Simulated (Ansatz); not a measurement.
Bi: from a trial structure to a relaxed crystal

Theory: DFT r2SCAN, scalar-relativistic, plane waves, PAW in Ansatz 0.2.0. Cutoff 500 eV, Γ-centred k mesh, Gaussian smearing, no spin polarisation in the final step.

The start puts Bi on the alpha-boron structure type (R-3m, No. 166), at a guessed volume.

```yaml
crystal:
  lattice:
    - [4.20237, 2.42624, 7.16673]
    - [-4.20237, 2.42624, 7.16673]
    - [0.00000, -4.85248, 7.16673]
  atoms:
    - { symbol: Bi, position: [0.01019, 0.65361, 0.01019] }
    - { symbol: Bi, position: [0.01019, 0.01019, 0.65361] }
    - { symbol: Bi, position: [0.65361, 0.01019, 0.01019] }
    - { symbol: Bi, position: [0.98981, 0.34639, 0.98981] }
    - { symbol: Bi, position: [0.34639, 0.98981, 0.98981] }
    - { symbol: Bi, position: [0.98981, 0.98981, 0.34639] }
    - { symbol: Bi, position: [0.22118, 0.63060, 0.22118] }
    - { symbol: Bi, position: [0.22118, 0.22118, 0.63060] }
    - { symbol: Bi, position: [0.63060, 0.22118, 0.22118] }
    - { symbol: Bi, position: [0.77882, 0.36940, 0.77882] }
    - { symbol: Bi, position: [0.36940, 0.77882, 0.77882] }
    - { symbol: Bi, position: [0.77882, 0.77882, 0.36940] }
```

Steps on the 3×3×3 mesh (12 atoms). 12 of 14 steps are shown, and the free energy counts from the last. Trial steps that were taken back and renewals of the plane-wave basis can be among the rows.

```csv
step,ΔF (meV/atom),V (Å³/atom),P (GPa),largest force component (eV/Å)
1,453.1,36.54,12.09,2.111
2,157.2,41.06,2.41,0.626
3,112.1,45.57,-1.56,0.317
5,74.3,43.33,0.22,0.209
6,62.0,42.89,0.07,0.154
7,52.7,42.41,-0.30,0.181
8,33.4,41.04,0.08,0.236
9,21.4,40.06,0.30,0.348
10,6.7,40.64,-0.92,0.065
12,2.4,39.17,0.11,0.078
13,1.9,39.34,0.01,0.010
14,0.0,39.34,0.01,0.010
```

Steps on the 6×6×6 mesh (12 atoms). 4 of 4 steps are shown, and the free energy counts from the last.

```csv
step,ΔF (meV/atom),V (Å³/atom),P (GPa),largest force component (eV/Å)
1,2.1,39.34,-0.02,0.121
2,0.2,39.39,-0.06,0.045
3,0.0,39.30,0.04,0.009
4,0.0,39.30,0.04,0.009
```

A final relaxation ran on a 6×6×6 mesh. The relaxed crystal, R-3m (No. 166):

```cif
data_structure
_symmetry_space_group_name_H-M 'R-3m:H'
_symmetry_Int_Tables_number 166
_cell_length_a 9.7633
_cell_length_b 9.7633
_cell_length_c 17.1393
_cell_angle_alpha 90.000
_cell_angle_beta 90.000
_cell_angle_gamma 120.000
_cell_volume 1414.86
loop_
_atom_site_label
_atom_site_type_symbol
_atom_site_symmetry_multiplicity
_atom_site_Wyckoff_symbol
_atom_site_fract_x
_atom_site_fract_y
_atom_site_fract_z
_atom_site_occupancy
Bi1 Bi 18 h 0.12349 0.87651 0.91003 1
Bi2 Bi 18 h 0.22346 0.77654 0.06472 1
```

* Volume per atom: 39.30 Å³
* Density: 8.83 g/cm³
* Energy over the standard structure: 0.26 eV/atom
* Gap on the 6×6×6 mesh: 0 eV (a metal)

Energies count from the standard state of Bi at the same level.

The final run used a 6×6×6 mesh on its 12-atom cell and 0.10 eV smearing. The k mesh leaves about 4 meV/atom of noise in metals. Spin–orbit coupling is left out.

Symmetry constrained the relaxation, so the result can be a saddle point.